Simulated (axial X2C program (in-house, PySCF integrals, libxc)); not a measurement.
# Testing model relations on SO⁺

A bond curve at the PBEsol level, 2c, was computed with an in-house all-electron X2C program for linear molecules (integrals from PySCF) (basis S dyall-av3z [9s8p3d2f], O dyall-av3z [7s6p3d2f] (cores contracted in-house)) for the state Ω = 1/2 (⟨Sz⟩ = -0.50, ⟨Lz⟩ = 1.00 at PBEsol). Its fit gives Re = 1.4457 Å, ωe = 1303.7 cm⁻¹, ωexe = 6.25 cm⁻¹ and αe = 5.350e-03 cm⁻¹; the masses are 31.9721 and 15.9949 u. Two-component means X2C with spin–orbit coupling and atomic mean-field Coulomb and Gaunt terms.

(1) Find the reduced mass, Be and the force constant.

(2) Estimate De from a Morse curve and compare with the computed well depth of 6.419 eV to S+ + O.

(3) Where do the fundamental and the first overtone lie?

(4) Estimate the centrifugal constant by the Kratzer relation.

(5) A Morse curve ties αe to the other constants (Pekeris). How well does that hold?

The state is one determinant whose occupation by symmetry is held fixed; it was picked as the lowest of a PBE0 search that is not exhaustive. Dissociation energies refer to the lowest single-determinant-based atoms at the same level and basis. Density functionals use the spin component along the axis (collinear). A 2c atom that is not at its ground J level misses part of its spin–orbit lowering, and De is too large by that part (0.04 eV or less for light atoms). This holds for PBEsol. Without a current term, density functionals place determinants with orbital angular momentum somewhat too high.

Results:

(1) From the PBEsol values: μ = 10.6613 u. Be = 16.8576/(μ Re²) = 0.7565 cm⁻¹. k = 5.8918×10⁻⁷ μ ωe² = 10.7 mdyn/Å.

(2) De(Morse) = ωe²/(4ωexe) = 8.429 eV against 6.419 eV computed, a ratio of 1.31. The extrapolation overshoots: the well softens faster than a Morse curve, or the lowest atomic limit lies below the one to which the curve heads.

(3) ν(1←0) = ωe − 2ωexe = 1291.2 cm⁻¹; ν(2←0) = 2ωe − 6ωexe = 2569.9 cm⁻¹.

(4) D = 4Be³/ωe² = 1.02e-06 cm⁻¹.

(5) αe(Morse) = 6Be²/ωe × (√(ωexe/Be) − 1) = 4.937e-03 cm⁻¹; the PBEsol curve gives 5.350e-03 cm⁻¹, a ratio of 0.92.
